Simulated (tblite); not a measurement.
# H6NaO3: the cost of one run

Computed with tblite 0.8.0 and PySCF 2.14.0; each step states its level. No surroundings beyond the atoms listed, unless a continuum is named. Atoms count from 0, parts from 1.

## Step 1: Starting point

10 atoms, charge 1, multiplicity 1; geometry: rigid parts in contact. Parts: 1 = atom 0, `[Na+]`, charge 1; 2 = atoms 1–3, `O`, charge 0; 3 = atoms 4–6, `O`, charge 0; 4 = atoms 7–9, `O`, charge 0.

## Step 2: Search for minima with GFN2-xTB

What the job is given:

```
{"job": {"kind": "dock", "xc": "GFN2-xTB", "basis": "xTB"}, "charge": 1, "multiplicity": 1, "parts": [{"atoms": "0-0", "charge": 1, "multiplicity": 1}, {"atoms": "1-3", "charge": 0, "multiplicity": 1}, {"atoms": "4-6", "charge": 0, "multiplicity": 1}, {"atoms": "7-9", "charge": 0, "multiplicity": 1}]}
Na     0.689165     1.500568    -0.411433
O      2.179730     0.793861     0.877055
H      3.138188     0.940606     0.801946
H      2.128321     0.141280     1.605543
O      0.861427     3.566079     0.075313
H      1.335329     4.067619    -0.597909
H      0.346331     4.230628     0.552991
O     -0.882713     2.973489    -1.931212
H     -0.567359     3.406735    -2.727650
H     -1.823977     2.863543    -2.090290
```

With the program's defaults for keys left out, this is: GFN2-xTB search for minima from random contacts, gas phase.

Run with:

```
> OMP_NUM_THREADS=1 python cluster_run.py task.json out
```

One launch serves the whole session: the jobs run in the order shown.

Q: Estimate the wall time of this first job on 1 thread of Arm Neoverse N1, shared host.

About 8.6 s.
